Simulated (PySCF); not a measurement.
A species of formula C4H4F2 has this rotational fingerprint, computed with PBE0-D3(BJ)/def2-SVP geometry optimisation, gas phase (PySCF):

* Rotational constants: A = 9834, B = 1953, C = 1629 MHz
* Dipole components: |μa| = 0.73 D, |μb| = 0.33 D, |μc| = 0.00 D
* Inertial defect: 0.00 u·Å²
* κ: -0.92

Question: Which candidate fits, each taken in the one conformer that was computed?
A. `[CH2:1]=[CH:2][CH:3]=[C:4]([F:5])[F:6]` with C1–C2–C3–C4 180°
B. `F[C@@H]1CC=C1F`
C. `F[C@@H]1C=C[C@H]1F`
D. `[F:1][CH2:2][C:3]1=[C:4]([F:5])[CH2:6]1` with F1–C2–C3–C4 -2°
E. `[CH2:1]=[C:2]=[CH:3][CH:4]([F:5])[F:6]` with C2–C3–C4–F5 -123°
F. `F/C=C1\C[C@@H]1F`

Answer: A. It is C=CC=C(F)F, a near-prolate asymmetric top, point group Cs. The candidates at the same level (rigid rotor, commonest isotopes):

| SMILES | A (MHz) | B (MHz) | C (MHz) | μa (D) | μb (D) | μc (D) | Δ (u·Å²) | point group | rotor |
| --- | --- | --- | --- | --- | --- | --- | --- | --- | --- |
| FCC1=C(F)C1 | 6469 | 2301 | 1736 | 0.25 | 2.11 | 0.00 | -6.63 | Cs | asymmetric top |
| C=C=CC(F)F | 8580 | 1898 | 1680 | 2.39 | 0.03 | 0.49 | -24.48 | – | near-prolate asymmetric top |
| F[C@@H]1C=C[C@H]1F | 5677 | 3414 | 2356 | 0.00 | 1.80 | 0.00 | -22.53 | C2 | asymmetric top |
| C=CC=C(F)F | 9834 | 1953 | 1629 | 0.73 | 0.33 | 0.00 | 0.00 | Cs | near-prolate asymmetric top |
| F/C=C1\C[C@@H]1F | 9455 | 1966 | 1751 | 0.13 | 0.44 | 1.16 | -21.88 | C1 | near-prolate asymmetric top |
| FC1=CC[C@H]1F | 5235 | 3703 | 2336 | 0.16 | 1.90 | 0.84 | -16.68 | C1 | asymmetric top |

`FC1=CC[C@H]1F` has B 90 % too high; `C=C=CC(F)F` has A 13 % too low; `FCC1=C(F)C1` has A 34 % too low; `F/C=C1\C[C@@H]1F` has C 7 % too high; `F[C@@H]1C=C[C@H]1F` has B 75 % too high. In the right answer the mirror of this Cs structure is the ab plane, so μc vanishes by symmetry. No structure here is proved a minimum.
